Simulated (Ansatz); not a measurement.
C3H3FS (`FCC=C=S`), relaxed with RKS PBE-D4/def2-SVP in Ansatz 0.2.0 from a rough embedded geometry. The force threshold is 0.03 eV/Å; the program also tests the step.

Charge 0, multiplicity 1.

Start:

```xyz
8

F     1.956    0.620    0.304
C     0.856   -0.034    0.526
C    -0.193    0.438   -0.433
C    -1.348   -0.278   -0.582
S    -2.884   -1.086   -0.885
H     0.592    0.163    1.562
H     1.055   -1.128    0.431
H    -0.033    1.307   -0.923
```

By how much does the energy fall, and how many steps does the optimiser take? (Best estimate.)

The calculation gave: 28.09 kcal/mol, in 12 steps, 1 of them rejected.

Which bonds change most? (Best estimate.)

Ansatz gave: C4–S5 from 1.762 to 1.569 Å; C3–H8 from 1.011 to 1.105 Å; F1–C2 from 1.298 to 1.391 Å; C3–C4 from 1.367 to 1.326 Å.

Give the relaxed structure. (Estimate.)

The calculation gave: 
```xyz
8

F     2.008    0.068   -0.194
C     0.833   -0.037    0.543
C    -0.348    0.483   -0.231
C    -1.302   -0.298   -0.717
S    -2.433   -1.240   -1.260
H     0.963    0.559    1.475
H     0.677   -1.101    0.824
H    -0.399    1.567   -0.439
```
